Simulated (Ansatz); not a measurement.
What does this script print? It uses Ansatz 0.2.0, Python API.

The script, `composite_h5osi2.py`:
```python
import itertools

import ansatz as az
from ase.data import atomic_numbers, covalent_radii
import numpy as np

GEOMETRY = """
O    -1.17210   -0.25720   -1.43030
Si    0.14350    0.31600   -0.66430
Si    0.56770   -0.98310    1.17150
H    -1.95660    0.30490   -1.27390
H     1.28430    0.26640   -1.63450
H    -0.09830    1.74050   -0.26140
H     1.83370   -0.49050    1.91040
H    -0.51010   -0.95410    2.12670
"""


def main() -> None:
    h5osi2 = az.Crystal.molecule()
    for line in GEOMETRY.strip().splitlines():
        symbol, *xyz = line.split()
        h5osi2 = h5osi2.atom(symbol, [float(v) for v in xyz])

    setup = h5osi2.calculation().basis(gaussian="def2-SVP").functional("b3lyp").spin("collinear", total=1)
    symbols = [site.symbol for site in h5osi2.cartesian_sites]
    start = np.array([site.position_ang for site in h5osi2.cartesian_sites], dtype=float)
    data = setup.relax(force_tolerance=0.01, max_steps=100).run(threads=1).report
    end = np.array(data["positions_ang"])
    radius = [covalent_radii[atomic_numbers[s]] for s in symbols]
    span = lambda where, i, j: np.linalg.norm(where[i] - where[j])
    bonded = [(i, j) for i, j in itertools.combinations(range(len(symbols)), 2) if min(span(start, i, j), span(end, i, j)) < 1.2 * (radius[i] + radius[j])]
    print("pair        before    after (A)")
    for i, j in bonded:
        print(f"{symbols[i]}{i}-{symbols[j]}{j}".ljust(10), f"{span(start, i, j):8.4f} {span(end, i, j):8.4f}")
    for first, second in list(itertools.combinations(bonded, 2)):
        shared = set(first) & set(second)
        if shared and symbols[(j := shared.pop())] != "H":
            i, k = sorted((set(first) | set(second)) - {j})
            u, v = end[i] - end[j], end[k] - end[j]
            angle = np.degrees(np.arccos(np.clip(u @ v / np.linalg.norm(u) / np.linalg.norm(v), -1, 1)))
            print(f"final angle {symbols[i]}{i}-{symbols[j]}{j}-{symbols[k]}{k}: {angle:.2f} deg")

    minimum = az.Crystal.molecule()
    for symbol, place in zip(symbols, end):
        minimum = minimum.atom(symbol, place.tolist())
    at_minimum = minimum.calculation().spin("collinear", total=1)
    level = lambda method, basis: at_minimum.basis(gaussian=basis).correlation(method).run(threads=1).report
    small, large, cluster = level("mp2", "cc-pVDZ"), level("mp2", "cc-pVTZ"), level("ccsd_t", "cc-pVDZ")
    corr = lambda each: (each["free_energy_ev"] - each["reference_energy_ev"]) / 27.211386246
    mp2_limit = (27 * corr(large) - 8 * corr(small)) / 19
    pieces = {"HF / cc-pVTZ": large["reference_energy_ev"] / 27.211386246, "MP2 correlation, DZ-TZ limit": mp2_limit, "CCSD(T) - MP2 / cc-pVDZ": corr(cluster) - corr(small)}
    for name, value in pieces.items():
        print(f"{name:32s} {value:14.6f} Ha")
    print(f"{'sum':32s} {sum(pieces.values()):14.6f} Ha")
    print("T1 diagnostic", round(cluster["correlation"]["coupled_cluster"]["t1_diagnostic"], 4))


if __name__ == "__main__":
    main()
```

```console
$ python composite_h5osi2.py
pair        before    after (A)
O0-Si1       1.6267   1.6745
O0-H3        0.9777   0.9643
Si1-Si2      2.2886   2.3557
Si1-H4       1.4984   1.4869
Si1-H5       1.5000   1.5006
Si2-H6       1.5464   1.4970
Si2-H7       1.4405   1.4982
final angle Si1-O0-H3: 117.22 deg
final angle O0-Si1-Si2: 111.25 deg
final angle O0-Si1-H4: 106.25 deg
final angle O0-Si1-H5: 111.23 deg
final angle Si2-Si1-H4: 109.20 deg
final angle Si2-Si1-H5: 110.30 deg
final angle Si1-Si2-H6: 114.09 deg
final angle Si1-Si2-H7: 114.02 deg
final angle H4-Si1-H5: 108.47 deg
final angle H6-Si2-H7: 108.94 deg
HF / cc-pVTZ                        -655.696625 Ha
MP2 correlation, DZ-TZ limit          -0.514605 Ha
CCSD(T) - MP2 / cc-pVDZ               -0.054786 Ha
sum                                 -656.266016 Ha
T1 diagnostic 0.0136
```

Notes:
- Total energies depend on the basis set; only differences at equal settings carry meaning.
- The sum leaves out core correlation, relativity, the Hartree-Fock basis error and zero-point energy; a DZ-TZ extrapolation is rough.
- The run takes the species as open-shell (spin multiplicity 2), which needn't be its ground state.
- b3lyp holds the VWN-RPA fit, as in Gaussian; the form of ORCA and Turbomole is b3lyp5.
- Inner cores stay frozen, so this is valence correlation.
- For Al to Cl the sets with a tight d function, cc-pV(X+d)Z, are usual.
- The whole script took 76 s on 1 thread of Arm Neoverse V1 (shared host), peak memory 0.42 GiB.
